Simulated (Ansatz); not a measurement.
1T (CdI2-type) CdI2 was calculated with PBEsol+SOC (PAW; Ansatz, a first-principles code).

Run with plane-wave cutoff 520 eV, 12×12×6 k mesh (along the axes of the cell as run), Fermi–Dirac smearing 0.01 eV, PAW data made under PBE.

Cell (relaxed at this level):

```
CELL_PARAMETERS angstrom
      2.11245    -3.65886     0.00000
      2.11245     3.65886     0.00000
      0.00000     0.00000     6.97223
ATOMIC_POSITIONS crystal
  Cd 0.00000 0.00000 0.00000
  I  0.33333 0.66667 0.24454
  I  0.66667 0.33333 0.75546
```

Problem. Predict the bulk modulus, band gap and smallest direct gap on the k points sampled.

Solution. 
- bulk modulus: 8.66 GPa
- band gap: 2.00 eV (indirect)
- smallest direct gap on the k points sampled: 2.23 eV

Note: the cell comes from a level without a dispersion term, which matters for the spacing of layers, chains or molecules; the bulk modulus comes from volumes at which shape and atoms were relaxed; the cell has widely spaced layers and the level no dispersion term, so their spacing and the moduli can rest on weak binding.

Static lattice: no zero-point or thermal effects.

The result took about 70 core-minutes (a rough figure).
